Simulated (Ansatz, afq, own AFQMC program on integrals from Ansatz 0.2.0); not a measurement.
## BSiH4, doublet in 6-31G, levels against CCSDT(Q)

```xyz
6

Si    0.0000    0.0000    0.5624
B     0.0000    0.0000   -1.3599
H     0.0000    1.2187    1.4093
H     0.0000   -1.2187    1.4093
H     0.7138    0.7522   -1.9521
H    -0.7138   -0.7522   -1.9521
```

Connectivity, by distances: SiH2–BH2.

Basis 6-31G. Noble-gas cores (and the filled d shells of Ga–Kr and In–Xe) are frozen. Ansatz 0.2.0 and our own AFQMC program on the same integrals; the CISD trial comes from CCSD amplitudes, and released means the phaseless constraint is let go. Free projection: walkers drawn from exp(T), propagated without any constraint. Its projection time is finite, and what remains of the start isn't in its error. Uncertainties: one standard error, sampling alone.

Determinant: UHF, the one that the program's search chose, which needn't be the lowest solution. The geometry is a point of a scan.

No full CI on the walks' own integrals is used here; CCSDT(Q) serves as the reference and is uncertain by about the last step of the cluster series.

The T1 diagnostic is 0.0221 and the weight of the determinant in the CISD state is 0.907. The ⟨S²⟩ of the determinant is 0.762 and the size of the correlated space is 11 electrons in 24 orbitals.

Reference: CCSDT(Q), correlation energy -3.602 eV. The released energy is read at 2.40 1/Eh (meV from the phaseless value at times in 1/Eh: -3 ± 5 at 0.24, -5 ± 5 at 0.51, -1 ± 6 at 0.99, -3 ± 6 at 1.62, -6 ± 6 at 2.40).

```json
{"level": "HF", "E − E(reference) (kJ/mol)": "347.5", "share of correlation (%)": "0.00"}
{"level": "MP2", "E − E(reference) (kJ/mol)": "90.4", "share of correlation (%)": "74.00"}
{"level": "CCSD", "E − E(reference) (kJ/mol)": "8.8", "share of correlation (%)": "97.46"}
{"level": "CCSD(T)", "E − E(reference) (kJ/mol)": "2.2", "share of correlation (%)": "99.37"}
{"level": "CCSDT", "E − E(reference) (kJ/mol)": "0.2", "share of correlation (%)": "99.95"}
{"level": "ph-AFQMC/CISD", "E − E(reference) (kJ/mol)": "0.0 ± 0.6", "share of correlation (%)": "100.01"}
{"level": "released AFQMC", "E − E(reference) (kJ/mol)": "-0.6 ± 0.6", "share of correlation (%)": "100.18"}
{"level": "free AFQMC", "E − E(reference) (kJ/mol)": "0.7 ± 0.6", "share of correlation (%)": "99.80"}
```

Free projections are given only where their last times agree within the noise and don't stop above the reference; a slow remainder of the start can still hide under it. A walk keeps the symmetry of its determinant, which the program's search chose and which needn't be the lowest solution, so a lower state of the same spin and another symmetry isn't excluded. Released energies are given only where the last usable release times agree within the noise; a slower fall can still hide under it.
